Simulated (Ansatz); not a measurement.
H₂S₃. The state is a triplet with charge 0. Geometry r2SCAN-D4/def2-TZVP, that of the neutral singlet; atoms count from 1.

```csv
atom,x (Å),y (Å),z (Å)
S1,0.475,0.383,1.563
S2,0.199,-1.016,0.081
S3,-0.537,-0.067,-1.588
H4,-0.773,0.380,2.076
H5,0.636,0.319,-2.132
```

At PBE0-D4/def2-TZVP a singlet of charge 0 lies 3.93 eV below the triplet at the same geometry.

Estimate the Mulliken populations from the PBE0/def2-TZVP orbitals of Ansatz.


```csv
atom,charge (e),spin (α − β)
S1,-0.30,0.37
S2,0.22,1.17
S3,-0.30,0.37
H4,0.19,0.04
H5,0.19,0.04
```
Mulliken values depend strongly on the basis.

Where does the spin sit?

Summed by element: S 1.92, H 0.08, of 2 unpaired in all. Largest on single atoms: S2 1.17, S1 0.37, S3 0.37.

And the Mayer bond orders between heavy atoms (over 0.3)?

S1–S2 1.00 (2.06 Å); S2–S3 1.00 (2.06 Å).
